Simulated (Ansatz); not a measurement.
System (SMILES): P#P (P2).
Atoms: P1, P2. Bonds: P1-P2.

Basis-set convergence of the optimised P1-P2 bond length at CCSD(T) with Ansatz (an electronic-structure program). The reference of a correlated method is not its basis-set limit, which lies further on. Cartesian d functions, on some or all atoms, in 6-31G*, 6-311G**; all else is spherical. Cores are frozen. A restricted Hartree-Fock determinant is unstable towards unrestricted orbitals. No added dispersion term, no relativity. Reference: the value in def2-QZVPP, 1.9017 Å, itself unsure by roughly 0.0002 Å (its distance from cc-pV(Q+d)Z).

| basis | functions | optimised P1-P2 bond length (Å) |
|---|---|---|
| def2-SVP | 36 | 1.9190 |
| 6-31G* | 38 | 1.9211 |
| 6-311G** | 54 | [?] |
| pcseg-2 | 68 | [?] |
| cc-pV(T+d)Z | 78 | 1.9097 |
| 6-311++G(3df,3pd) | 94 | [?] |
| def2-TZVPPD | 96 | [?] |
| cc-pCVTZ | 118 | 1.9095 |
| def2-QZVPP | 140 | 1.9017 |

Problem. Complete the blanks.

Solution. 
- 6-311G**, optimised P1-P2 bond length (Å): 1.9140
- pcseg-2, optimised P1-P2 bond length (Å): 1.9029
- 6-311++G(3df,3pd), optimised P1-P2 bond length (Å): 1.9071
- def2-TZVPPD, optimised P1-P2 bond length (Å): 1.9081
